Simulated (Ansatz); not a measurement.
Born–Oppenheimer molecular dynamics of ClH₅Si (7 atoms, charge 0, multiplicity 1). It starts at the highest image of a converged band. Of that band: Neighbouring images differ by up to 1.4 eV, so the band resolves the path poorly. A vibrational analysis at the climbing image gives one clearly imaginary mode, 881i cm⁻¹: a first-order saddle point.

Method: Ansatz, RKS B3LYP/def2-TZVP.

```yaml
ensemble: NVE (velocity Verlet)
time_step: 0.5 fs
steps_asked: 200
starting_velocities_drawn_for: 100 K
seed: 10205
```

Frames 1 fs apart, positions in Å.

Velocities at 15.0 fs (Å/ps):

```
Si 4.87 0.43 -1.70
H -14.26 -5.87 -14.45
H -5.87 -2.98 -12.10
H -5.23 -5.78 11.47
H -0.86 -0.56 11.42
Cl -1.84 -0.01 1.64
H -44.75 3.67 -6.70
```

```xyz
7
Properties=species:S:1:pos:R:3 time_fs=15.0 energy_less_start_eV=-0.143 T=322
Si -0.127 -0.001 -0.054
H -0.031 -0.011 1.559
H 1.369 0.034 0.007
H -0.533 1.247 -0.698
H -0.490 -1.261 -0.707
Cl -2.525 0.001 1.008
H -1.056 -0.020 1.562
7
Properties=species:S:1:pos:R:3 time_fs=16.0 energy_less_start_eV=-0.218 T=438
Si -0.122 -0.001 -0.055
H -0.046 -0.017 1.543
H 1.363 0.031 -0.007
H -0.539 1.242 -0.686
H -0.492 -1.262 -0.695
Cl -2.527 0.001 1.009
H -1.106 -0.016 1.554
7
Properties=species:S:1:pos:R:3 time_fs=17.0 energy_less_start_eV=-0.316 T=589
Si -0.116 -0.001 -0.057
H -0.060 -0.023 1.524
H 1.359 0.028 -0.024
H -0.547 1.239 -0.674
H -0.495 -1.264 -0.682
Cl -2.529 0.001 1.011
H -1.166 -0.012 1.544
7
Properties=species:S:1:pos:R:3 time_fs=18.0 energy_less_start_eV=-0.431 T=767
Si -0.110 0.000 -0.059
H -0.072 -0.029 1.501
H 1.359 0.025 -0.046
H -0.558 1.238 -0.662
H -0.501 -1.268 -0.669
Cl -2.531 0.001 1.013
H -1.237 -0.008 1.532
7
Properties=species:S:1:pos:R:3 time_fs=19.0 energy_less_start_eV=-0.529 T=915
Si -0.103 0.000 -0.060
H -0.082 -0.035 1.474
H 1.363 0.022 -0.072
H -0.570 1.241 -0.651
H -0.508 -1.272 -0.655
Cl -2.533 0.001 1.015
H -1.318 -0.004 1.520
7
Properties=species:S:1:pos:R:3 time_fs=20.0 energy_less_start_eV=-0.537 T=927
Si -0.096 0.000 -0.061
H -0.089 -0.040 1.444
H 1.372 0.019 -0.104
H -0.585 1.246 -0.641
H -0.518 -1.277 -0.642
Cl -2.536 0.001 1.018
H -1.400 0.000 1.514
7
Properties=species:S:1:pos:R:3 time_fs=21.0 energy_less_start_eV=-0.452 T=800
Si -0.087 0.000 -0.062
H -0.092 -0.045 1.413
H 1.386 0.018 -0.141
H -0.602 1.252 -0.631
H -0.531 -1.282 -0.630
Cl -2.540 0.001 1.020
H -1.468 0.003 1.520
7
Properties=species:S:1:pos:R:3 time_fs=22.0 energy_less_start_eV=-0.454 T=805
Si -0.078 0.001 -0.064
H -0.092 -0.049 1.384
H 1.403 0.017 -0.184
H -0.619 1.258 -0.623
H -0.544 -1.286 -0.618
Cl -2.546 0.001 1.022
H -1.504 0.007 1.548
7
Properties=species:S:1:pos:R:3 time_fs=23.0 energy_less_start_eV=-0.644 T=1094
Si -0.068 0.001 -0.065
H -0.087 -0.053 1.361
H 1.420 0.016 -0.232
H -0.636 1.262 -0.614
H -0.559 -1.289 -0.608
Cl -2.554 0.001 1.023
H -1.503 0.011 1.601
7
Properties=species:S:1:pos:R:3 time_fs=24.0 energy_less_start_eV=-0.826 T=1372
Si -0.058 0.001 -0.067
H -0.078 -0.057 1.349
H 1.437 0.017 -0.284
H -0.653 1.263 -0.605
H -0.574 -1.289 -0.598
Cl -2.562 0.001 1.024
H -1.478 0.015 1.672
7
Properties=species:S:1:pos:R:3 time_fs=25.0 energy_less_start_eV=-0.867 T=1438
Si -0.047 0.001 -0.070
H -0.065 -0.059 1.350
H 1.450 0.017 -0.339
H -0.667 1.260 -0.595
H -0.589 -1.286 -0.589
Cl -2.572 0.001 1.025
H -1.449 0.020 1.750
7
Properties=species:S:1:pos:R:3 time_fs=26.0 energy_less_start_eV=-0.825 T=1376
Si -0.035 0.001 -0.073
H -0.046 -0.062 1.363
H 1.459 0.019 -0.395
H -0.678 1.253 -0.585
H -0.603 -1.280 -0.581
Cl -2.582 0.001 1.026
H -1.432 0.024 1.824
```

Of the whole run (100 fs, mean temperature of the second half 2302 K): The conserved energy stayed within 0.64 meV per atom of its start (net change 0.15 meV per atom), so the integration is sound. The system heated up, since it started high on the potential surface and ran downhill. A run of 0.1 ps of so small a system gives no equilibrium averages. The orbitals stay closed-shell, which can raise the energy where a bond breaks towards radicals; this wasn't checked here.

Time of the run: 7 min on 2 threads of Arm Neoverse N1, on a shared host, peak memory 0.16 GiB.
